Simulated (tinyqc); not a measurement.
Worked calculation (part 2 of 2): CIS on RHF in the sto-3g basis, frozen core, for H2O, spin multiplicity 1. Computed by tinyqc, a small Python program that keeps every step (integrals from PySCF). Command: `OMP_NUM_THREADS=1 python tinyqc.py 20191 20192 out.jsonl` (the two numbers bound the seeds that draw the settings). One thread of a shared host (Intel(R) Xeon(R) Processor @ 2.60GHz), about 0.09 s of CPU time with the checks.

Geometry (angstrom):
```
atom         x          y         z
O     0.000000   0.000000  0.000000
H     0.000000   0.899000  0.588000
H     0.000000  -0.981000  0.642000
```

## CIS matrix, triplets

orbital energies (hartree): MO1 -20.251717, MO2 -1.195169, MO3 -0.548990, MO4 -0.410530, MO5 -0.380029, MO6 0.429564, MO7 0.603393

Two-electron integrals over orbitals (pq|rs), unique and non-zero (hartree); the lowest 1 orbital is frozen and left out:
```
(22|22) 0.723398    (32|22) 0.006156    (32|32) 0.129867    (33|22) 0.608616
(33|32) -0.002246   (33|33) 0.587199    (42|22) -0.025954   (42|32) 0.004820
(42|33) 0.002567    (42|42) 0.129527    (43|22) 0.015801    (43|32) 0.028239
(43|33) 0.009154    (43|42) -0.015056   (43|43) 0.055976    (44|22) 0.664368
(44|32) -0.016544   (44|33) 0.562947    (44|42) -0.093694   (44|43) 0.012814
(44|44) 0.708112    (52|52) 0.150985    (53|52) -0.007982   (53|53) 0.026400
(54|52) -0.041162   (54|53) 0.004080    (54|54) 0.047174    (55|22) 0.755353
(55|32) -0.010181   (55|33) 0.596830    (55|42) -0.075970   (55|43) 0.019393
(55|44) 0.693754    (55|55) 0.880159    (62|22) -0.121762   (62|32) 0.016057
(62|33) -0.060002   (62|42) -0.034953   (62|43) -0.005508   (62|44) -0.062752
(62|55) -0.134140   (62|62) 0.089925    (63|22) 0.042666    (63|32) 0.038067
(63|33) 0.026004    (63|42) -0.014109   (63|43) 0.040814    (63|44) 0.021616
(63|55) 0.046341    (63|62) -0.018512   (63|63) 0.082857    (64|22) -0.130447
(64|32) -0.013737   (64|33) -0.048218   (64|42) 0.041038    (64|43) -0.018919
(64|44) -0.128958   (64|55) -0.148730   (64|62) 0.058697    (64|63) -0.039673
(64|64) 0.100070    (65|52) -0.049837   (65|53) 0.007212    (65|54) -0.006304
(65|65) 0.033093    (66|22) 0.576884    (66|32) -0.035124   (66|33) 0.539446
(66|42) 0.047280    (66|43) -0.027687   (66|44) 0.541701    (66|55) 0.566278
(66|62) -0.081913   (66|63) -0.019691   (66|64) -0.039991   (66|66) 0.587975
(72|22) 0.041580    (72|32) 0.053440    (72|33) 0.009949    (72|42) -0.001674
(72|43) -0.025145   (72|44) 0.028062    (72|55) 0.043578    (72|62) -0.007923
(72|63) -0.023179   (72|64) -0.020632   (72|66) 0.022432    (72|72) 0.072713
(73|22) 0.162542    (73|32) -0.026813   (73|33) 0.086453    (73|42) -0.068461
(73|43) 0.002336    (73|44) 0.145859    (73|55) 0.198352    (73|62) -0.063963
(73|63) 0.011579    (73|64) -0.089740   (73|66) 0.053439    (73|72) 0.025833
(73|73) 0.154914    (74|22) 0.007018    (74|32) -0.066038   (74|33) 0.005493
(74|42) 0.003170    (74|43) -0.009847   (74|44) 0.017043    (74|55) 0.013013
(74|62) -0.015209   (74|63) -0.048422   (74|64) 0.008479    (74|66) 0.032086
(74|72) -0.014240   (74|73) 0.025642    (74|74) 0.063134    (75|52) 0.015440
(75|53) 0.022672    (75|54) -0.001470   (75|65) -0.002282   (75|75) 0.026598
(76|22) -0.003180   (76|32) -0.078899   (76|33) 0.003202    (76|42) -0.012778
(76|43) -0.054571   (76|44) 0.019037    (76|55) 0.006646    (76|62) 0.003351
(76|63) -0.059266   (76|64) 0.018730    (76|66) 0.039632    (76|72) 0.001305
(76|73) 0.031374    (76|74) 0.047683    (76|76) 0.095240    (77|22) 0.614922
(77|32) 0.042385    (77|33) 0.579972    (77|42) -0.019843   (77|43) 0.033664
(77|44) 0.575335    (77|55) 0.613586    (77|62) -0.058535   (77|63) 0.056930
(77|64) -0.065874   (77|66) 0.522567    (77|72) 0.020722    (77|73) 0.087609
(77|74) -0.024361   (77|76) -0.039040   (77|77) 0.621234
```

A(ia,jb) = (e_a - e_i) d_ij d_ab - (ij|ab).

CIS matrix A, triplet (hartree):
```
           2>6        2>7        3>6        3>7        4>6        4>7        5>6        5>7
2>6   1.047849   0.003180   0.035124   0.078899  -0.047280   0.012778   0.000000   0.000000
2>7   0.003180   1.183640   0.078899  -0.042385   0.012778   0.019843   0.000000   0.000000
3>6   0.035124   0.078899   0.439109  -0.003202   0.027687   0.054571   0.000000   0.000000
3>7   0.078899  -0.042385  -0.003202   0.572411   0.054571  -0.033664   0.000000   0.000000
4>6  -0.047280   0.012778   0.027687   0.054571   0.298393  -0.019037   0.000000   0.000000
4>7   0.012778   0.019843   0.054571  -0.033664  -0.019037   0.438588   0.000000   0.000000
5>6   0.000000   0.000000   0.000000   0.000000   0.000000   0.000000   0.243315  -0.006646
5>7   0.000000   0.000000   0.000000   0.000000   0.000000   0.000000  -0.006646   0.369836
```

## CIS triplet states

Diagonalise A (1 hartree = 27.211386 eV); each vector has its largest component positive (the first on a tie).

triplet excitation energies (eV): 6.611470  7.460572  10.073213  10.474864  13.042348  15.814454  28.964599  32.544222

lowest vectors:
```
      state 1    state 2    state 3    state 4    state 5    state 6
2>6  0.000000   0.084093   0.000000  -0.018166  -0.077962  -0.122265
2>7  0.000000  -0.005715   0.000000   0.061433  -0.086598   0.079323
3>6  0.000000  -0.223482   0.000000  -0.653858   0.709401  -0.070383
3>7  0.000000  -0.182253   0.000000   0.198371   0.215890   0.923736
4>6  0.000000   0.943432   0.000000  -0.217742   0.119571   0.213813
4>7  0.000000   0.140252   0.000000   0.693976   0.649821  -0.273498
5>6  0.998631   0.000000  -0.052314   0.000000   0.000000   0.000000
5>7  0.052314   0.000000   0.998631   0.000000   0.000000   0.000000
```
